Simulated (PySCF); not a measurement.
Compound: C5H6N (doublet state).
Structure used (GFN2-xTB), in Å, numbered top down from 1:
```
atom  x, y, z in Å
C1     2.4486    0.2429    0.0578
C2     1.2559   -0.2410    0.1724
C3    -0.0578   -0.2612   -0.4592
C4    -1.1718   -0.0003    0.5760
C5    -2.4685   -0.0523   -0.0457
N6    -3.4879   -0.1001   -0.5606
H7     2.7634    0.9034   -0.7548
H8     3.2316    0.0161    0.7668
H9    -0.2201   -1.2395   -0.9231
H10   -0.1243    0.5005   -1.2522
H11   -1.1306   -0.7548    1.3665
H12   -1.0375    0.9855    1.0301
```

The hyperfine couplings belong to this conformer and change with its torsions.

Identity: `C=[C]CCC#N` [radical].

Computed with PySCF, UKS B3LYP, pcH-1 on C H N, non-relativistic, mean-field spin-orbit, GIAO. Isolated species at its GFN2-xTB geometry (one conformer only). A GFN2-xTB geometry isn't a minimum of the functional, and hyperfine couplings can be far from their values at a DFT geometry. Stability of the SCF solution: not tested.

Mulliken spin populations: C1 -0.158, C2 +0.983, C3 -0.049, C4 +0.010, C5 +0.001, N6 +0.001, H7 +0.094, H8 +0.045, H9 +0.004, H10 +0.065, H11 +0.005, H12 -0.001.

Task: What dipolar couplings does the calculation give for H9, H10, H11, H12?

Result: 
```
atom         position  distance from C2 (Å)  T1 (MHz)     T2     T3
  H9  2 bonds from C2                  2.09     -6.75  -4.97  11.72
 H10  2 bonds from C2                  2.12     -5.96  -1.45   7.40
 H11  3 bonds from C2                  2.72     -4.88  -2.95   7.84
 H12  3 bonds from C2                  2.74     -3.56  -2.88   6.44
```

Task: Estimate them with point dipoles: put each population ρk at its nucleus, leave out the nucleus itself and the atom bound to it, and sum T = Σ [ρk/(2S)]·C·(3 n nᵀ − 1)/r³ with C = μ0 gₑ μB g_N μN/(4π h) = 79.06 MHz Å³.

Result: 
```
atom  T1 (MHz)     T2     T3  T3, computed  difference in T3 (%)
  H9     -9.08  -7.03  16.11         11.72                   +37
 H10     -8.06  -7.69  15.75          7.40                  +113
 H11     -3.69  -3.55   7.24          7.84                    -8
 H12     -3.73  -3.25   6.98          6.44                    +8
```

Task: If all the spin sat on C2, T∥ = 2C/r³. What distance does the computed T3 of H11 then imply?

Result: r = (2 × 79.06/7.84)^(1/3) = 2.72 Å, against 2.72 Å in the structure.
